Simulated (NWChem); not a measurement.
dimethylamine (C$_{2}$H$_{7}$N); SMILES CNC

All runs: NWChem. The level has its own optimisation; frequencies are unscaled.

**Question.** Estimate the computed values for PBE0/def2-SVP. Quantities: r C–N (Å); r H–N (Å); highest harmonic frequency (cm⁻¹); lowest (cm⁻¹); zero-point energy (kcal/mol); dipole (D).

**Answer.** 
- r C–N (Å): 1.440
- r H–N (Å): 1.016
- highest harmonic frequency (cm⁻¹): 3585
- lowest (cm⁻¹): 241
- zero-point energy (kcal/mol): 58.1
- dipole (D): 0.91
